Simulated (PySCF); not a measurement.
Compound: 1,2-dimethyl-1,2-diazetidine, C4H10N2.
SMILES: `CN1CCN1C`

The closed-shell ground state was solved at several levels (PySCF, density fitting, gas phase, non-relativistic). The structure is a single PBE0-D3(BJ)/def2-TZVP conformer in the gas phase; no vibrational or solvent corrections.

```tsv
level	basis functions	HOMO (eV)	LUMO (eV)	gap (eV)	dipole (D)
wB97X-D/pcSseg-2	356	-7.59	2.48	10.07	0.66
B97-2/pcSseg-2	356	-5.46	0.86	6.32	0.63
KT3/pcSseg-2	356	-4.52	-0.03	4.49	0.58
```

Problem. What might PBE0/pcSseg-2 (356 basis functions) give for the same quantities?

Solution. HOMO -5.71 eV, LUMO 0.83 eV, gap 6.54 eV, dipole 0.63 D.

Problem. Over all these levels, which gives the widest orbital gap and which the narrowest?

Solution. wB97X-D/pcSseg-2 (range-separated hybrid) has the widest, 10.07 eV, and KT3/pcSseg-2 (GGA) the narrowest, 4.49 eV. From the narrowest to the widest the HOMO moves by -3.07 eV and the LUMO by +2.51 eV.

Problem. In the pcSseg-2 basis, how does the gap go with the fixed share of exact exchange?

Solution. KT3 (0 %) 4.49 eV; B97-2 (21 %) 6.32 eV; PBE0 (25 %) 6.54 eV. Each rise in the share widens the gap here.

Problem. How far do the dipole and the HOMO energy spread over the levels?

Solution. The dipole runs from 0.58 to 0.66 D (mean 0.63 D) and the HOMO from -7.59 to -4.52 eV.
